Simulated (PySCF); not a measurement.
Job file and geometry (Å, from GFN2-xTB) of an NMR shielding run on SMILES C[BH2-][PH3+], CH8BP, GIAO PBE0/pcSseg-1 NMR shielding, non-relativistic, gas phase (PySCF 2.14.0, density-fitted response routines); density fitting, a coarse starting grid and PySCF grid level 2 are the driver's defaults:

```
$ OMP_NUM_THREADS=1 python probes_run.py task.json out

{"job": {"kind": "nmr", "xc": "PBE0", "basis": "pcSseg-1"}, "charge": 0, "multiplicity": 1}
C     -1.333660     0.577781     0.032516
B     -0.381210    -0.697196     0.390139
P      1.368375    -0.163021    -0.226962
H     -2.359689     0.388954     0.340180
H     -1.018184     1.492064     0.537864
H     -1.361524     0.794041    -1.036722
H     -0.240478    -0.902056     1.557908
H     -0.625638    -1.690452    -0.225938
H      1.527060     0.171594    -1.561740
H      1.933518     0.992774     0.286606
H      2.496853    -0.961812    -0.119815
```

**Question.** Write the output of this run.

**Answer.** 
```
coarse grid: 8760 points
cycle   1  E = -408.7657277061  dE =  4.411e-02  |g| = 4.475e-01  |ddm| = 2.648e+00
cycle   2  E = -408.7352731840  dE =  3.045e-02  |g| = 5.515e-01  |ddm| = 1.279e+00
cycle   3  E = -408.8317946400  dE = -9.652e-02  |g| = 3.159e-02  |ddm| = 7.147e-01
cycle   4  E = -408.8319788199  dE = -1.842e-04  |g| = 1.738e-02  |ddm| = 5.034e-02
cycle   5  E = -408.8320690561  dE = -9.024e-05  |g| = 2.573e-03  |ddm| = 2.114e-02
cycle   6  E = -408.8320706948  dE = -1.639e-06  |g| = 4.105e-04  |ddm| = 2.727e-03
final grid: 77320 points
cycle   7  E = -408.8492049310  dE = -2.231e-05  |g| = 6.098e-03  |ddm| = 2.064e-02
cycle   8  E = -408.8492003960  dE =  4.535e-06  |g| = 7.323e-03  |ddm| = 1.238e-02
cycle   9  E = -408.8492153177  dE = -1.492e-05  |g| = 3.238e-04  |ddm| = 7.069e-03
cycle  10  E = -408.8492153424  dE = -2.470e-08  |g| = 7.763e-05  |ddm| = 4.185e-04
cycle  11  E = -408.8492153438  dE = -1.419e-09  |g| = 2.109e-05  |ddm| = 1.187e-04
cycle  12  E = -408.8492153440  dE = -1.637e-10  |g| = 4.213e-06  |ddm| = 3.726e-05
converged SCF energy = -408.8492153440

GIAO shielding tensors (ppm)
atom      isotropic    diamagn.    paramagn.     s11        s22        s33       span
  0 C      188.095     248.641     -60.546    183.200    190.389    190.697      7.496
  1 B      143.895     186.128     -42.233    134.247    142.459    154.980     20.734
  2 P      487.215     967.208    -479.993    452.130    454.016    555.499    103.370
  3 H       31.009      29.325       1.685     26.430     27.707     38.891     12.461
  4 H       32.038      30.937       1.100     27.733     30.068     38.312     10.578
  5 H       32.035      30.934       1.101     27.734     30.061     38.311     10.577
  6 H       30.194      28.726       1.468     26.452     29.463     34.666      8.214
  7 H       30.194      28.728       1.465     26.451     29.463     34.667      8.216
  8 H       28.333      29.988      -1.655     24.673     25.009     35.318     10.645
  9 H       28.333      29.982      -1.649     24.665     25.010     35.326     10.661
 10 H       27.919      28.953      -1.034     23.885     23.982     35.890     12.006
```

Size and cost of the density-fitted run: 98 basis functions, 6.3 s wall time on 1 thread of an Arm Neoverse V1, shared host; peak memory 0.44 GiB.
